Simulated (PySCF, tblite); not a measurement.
# C2H3S radical: geometry, infrared bands and EPR parameters

Aim: predict the infrared bands and EPR parameters of C2H3S radical (`C=[C]S`).

Programs: tblite 0.8.0 and PySCF 2.14.0, with density-fitted response routines of our own. Each step states its level of theory. These are calculated values for one molecule in the gas phase, unless marked as measured. Atoms are numbered from 0 throughout.

### 1 The starting structure

6 atoms, charge 0, multiplicity 2; geometry from: force field or distance geometry start.

Bonds of the start (Å): C0–C1 1.28, C1–S2 1.70, C0–H3 1.09, C0–H4 1.09, S2–H5 1.34.

### 2 Optimising the geometry with GFN2-xTB

Job settings and geometry (Å):

```
{"job": {"kind": "relax", "xc": "GFN2-xTB", "basis": "xTB"}, "charge": 0, "multiplicity": 2}
C     -1.014100     0.250600     0.370600
C      0.181100    -0.204000     0.274800
S      1.768200    -0.816700     0.179100
H     -1.841700    -0.237100    -0.143400
H     -1.236700     1.130100     0.976500
H      2.146200    -0.120900    -0.906000
```

On the command line:

```bash
> OMP_NUM_THREADS=1 python probes_run.py task.json out
```

This one command runs all jobs of the session in turn.

**Question.** This job is followed by: GFN2-xTB harmonic vibrations, gas phase; UKS B3LYP, pcH-1 on C H S, non-relativistic, mean-field spin-orbit, GIAO. What will the session give for the following? strongest single infrared mode (GFN2-xTB); zero-point energy (GFN2-xTB); g(iso) (B3LYP); ⟨S²⟩; largest a(iso); surface potential, 1st and 99th percentile.

The runs gave:

```
                                 quantity                  value
strongest single infrared mode (GFN2-xTB)  2313 cm⁻¹, 136 km/mol
             zero-point energy (GFN2-xTB)          22.7 kcal/mol
                           g(iso) (B3LYP)                2.00253
                                     ⟨S²⟩     0.756 (exact 0.75)
                           largest a(iso)   13C on C1, 334.2 MHz
    surface potential, 1st and 99th percentile     -0.62 V and 1.41 V
```

**Reading.** Relaxing lowered the energy by 0.365 eV in 43 steps; the close pair that moved most is C0–C1, from 1.282 to 1.301 Å. All 12 modes are real, so the xTB geometry is a minimum. The strongest single mode, at 2313 cm⁻¹, moves mainly H5. Unscaled tight-binding wavenumbers are off by several per cent, some by more. Its intensities can rank the bands wrongly. C1 carries the largest spin population, 0.82 e. The isotropic g lies 0.2 ppt above the free-electron value.
